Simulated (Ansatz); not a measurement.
# AlClHS radical (SMILES [SH][Al][Cl]): single points off equilibrium

A test off equilibrium: a structure displaced at random from a GFN2-xTB minimum is computed at several levels, and each is set against CCSD(T).

Computed with Ansatz 0.2.0, Gaussian basis. Level: single points in def2-TZVPP.

Correlated methods freeze the cores. Orbitals are unrestricted.

**1. Starting geometry**

SMILES `[SH][Al][Cl]`, 4 atoms, charge 0, spin multiplicity 2.

Atoms are counted from 1 here; the program's logs count them from 0.

Bond lengths: S1–Al2 2.324 Å, S1–H4 1.258 Å, Al2–Cl3 2.004 Å. Angles: Al2–S1–H4 87.0°, S1–Al2–Cl3 125.8°.

Geometry (Å):

```xyz
4
charge 0, multiplicity 2
S     0.0078    1.2271   -0.9466
Al   -0.7396   -0.6993    0.1162
Cl    0.3965   -2.2652    0.6382
H     0.3113    1.6590    0.1957
```

**2. CCSD(T)/def2-TZVPP**

Contents of run/in.yaml:

```yaml
crystal:
  periodic: [false, false, false]
  atoms:
    - {symbol: S, position_ang: [0.007800, 1.227100, -0.946600]}
    - {symbol: Al, position_ang: [-0.739600, -0.699300, 0.116200]}
    - {symbol: Cl, position_ang: [0.396500, -2.265200, 0.638200]}
    - {symbol: H, position_ang: [0.311300, 1.659000, 0.195700]}
basis:
  gaussian: {orbitals: def2-TZVPP}
magnetization: {spin_polarized: true, initial_magnetization: 1}
correlation: {method: ccsd_t}
scf: {omitted_lower_state_checks: [cluster_reference]}
output: {forces: true}
```

No record of the launch command was kept for these runs.

**3. PBE0-D4/def2-TZVPP**

run/in.yaml: that of step 2 with these lines changed.

```diff
@@ -10,4 +10,3 @@
 magnetization: {spin_polarized: true, initial_magnetization: 1}
-correlation: {method: ccsd_t}
-scf: {omitted_lower_state_checks: [cluster_reference]}
-output: {forces: true}
+hamiltonian: {xc: pbe0, dispersion: d4}
+output: {forces: true, orbitals: {seedname: orbitals}}
```

**4. wB97M-V/def2-TZVPP**

run/in.yaml: that of step 3 with these lines changed.

```diff
@@ -10,3 +10,3 @@
 magnetization: {spin_polarized: true, initial_magnetization: 1}
-hamiltonian: {xc: pbe0, dispersion: d4}
-output: {forces: true, orbitals: {seedname: orbitals}}
+hamiltonian: {xc: {name: wB97M-V}}
+output: {forces: true}
```

**5. r2SCAN-D4/def2-TZVPP**

run/in.yaml: that of step 4 with these lines changed.

```diff
@@ -10,3 +10,3 @@
 magnetization: {spin_polarized: true, initial_magnetization: 1}
-hamiltonian: {xc: {name: wB97M-V}}
+hamiltonian: {xc: r2scan, dispersion: d4}
 output: {forces: true}
```

**6. PBE-D4/def2-TZVPP**

run/in.yaml: that of step 5 with these lines changed.

```diff
@@ -10,3 +10,3 @@
 magnetization: {spin_polarized: true, initial_magnetization: 1}
-hamiltonian: {xc: r2scan, dispersion: d4}
+hamiltonian: {xc: pbe, dispersion: d4}
 output: {forces: true}
```

**7. wB97X-V/def2-TZVPP**

run/in.yaml: that of step 6 with these lines changed.

```diff
@@ -10,3 +10,3 @@
 magnetization: {spin_polarized: true, initial_magnetization: 1}
-hamiltonian: {xc: pbe, dispersion: d4}
+hamiltonian: {xc: {name: wB97X-V}}
 output: {forces: true}
```

**8. SPW92/def2-TZVPP**

run/in.yaml: that of step 7 with these lines changed.

```diff
@@ -10,3 +10,3 @@
 magnetization: {spin_polarized: true, initial_magnetization: 1}
-hamiltonian: {xc: {name: wB97X-V}}
+hamiltonian: {xc: lda}
 output: {forces: true}
```

(Steps that only read results are left out.)

**Question.** What will these runs give? Wanted: energy less free atoms, CCSD(T)/def2-TZVPP; RMS force component; RMS force error; HOMO and LUMO, PBE0-D4; T1 diagnostic.

The runs gave:

| quantity | value |
| --- | --- |
| energy less free atoms, CCSD(T)/def2-TZVPP | -10.298 eV |
| RMS force component | 1.512 to 1.631 eV/Å over the methods |
| RMS force error | PBE0-D4 0.066, wB97M-V 0.026, r2SCAN-D4 0.051, PBE-D4 0.156, wB97X-V 0.063, SPW92 0.193 eV/Å |
| HOMO and LUMO, PBE0-D4 | -6.01 and -2.86 eV |
| T1 diagnostic | 0.014 |

**Reading.** Against CCSD(T) the functionals' energies less atoms differ by -2.011 to -0.476 eV, PBE-D4 by -0.620 eV. The reference is not at the basis limit: in triple zeta CCSD(T) underbinds, which counts against methods that bind more; the gaps are no ranking. The forces of wB97M-V come nearest to CCSD(T), those of SPW92 are farthest. Frozen-core CCSD(T) forces in triple zeta carry basis errors of their own, and this is one geometry, so small gaps rank nothing.
